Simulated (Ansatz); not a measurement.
A made-up structure of C$_{2}$H$_{5}$Si, doublet:

| atom | x (Å) | y (Å) | z (Å) |
| --- | --- | --- | --- |
| C1 | -1.0046 | 1.1971 | -0.8129 |
| Si2 | 0.3778 | 0.1996 | -0.8274 |
| C3 | 0.8326 | -0.9451 | 0.5915 |
| H4 | -1.6803 | 1.2011 | 0.0393 |
| H5 | 1.3883 | 0.8728 | -1.5635 |
| H6 | 0.0738 | -0.8331 | 1.3713 |
| H7 | 1.8104 | -0.6905 | 1.0043 |
| H8 | 0.8584 | -1.9859 | 0.2639 |

It is relaxed with PBE-D4/def2-SVP and then PBE0-D4/def2-TZVP (Ansatz 0.2.0). Atoms count as bonded within 1.22 times the sum of their covalent radii (H–H: 0.88 Å). The end point is not checked to be a true minimum.

(1) Does its bonding change? (A judgement: the text doesn't fix the answer.)

Answers

(1) The calculation gives: No: no bond forms or breaks.

Where it ends: The first stage lowers the energy by 0.64 eV in 13 steps. It ends as C₂H₅Si ([CH][SiH][CH3]):
| atom | x (Å) | y (Å) | z (Å) |
| --- | --- | --- | --- |
| C1 | -1.0971 | 1.1339 | -0.4677 |
| Si2 | 0.3513 | 0.3140 | -0.5755 |
| C3 | 0.9386 | -0.9779 | 0.6276 |
| H4 | -2.0155 | 1.6878 | -0.4457 |
| H5 | 1.2929 | 0.5871 | -1.6872 |
| H6 | 0.1987 | -1.1225 | 1.4153 |
| H7 | 1.8852 | -0.6760 | 1.0826 |
| H8 | 1.1023 | -1.9304 | 0.1173 |

Labels in which every atom is bracketed show which atoms are joined, not bond orders.

For scale, one of the runs: PBE0-D4/def2-TZVP relaxation, 129 basis functions, launched by `ansatz run in.yaml --threads 2 --pin off --events-out ev --progress --plain --max-ram 4352MiB`. Hardware: 2 CPU threads of an Arm Neoverse V1, shared host. Wall time about 25 s.
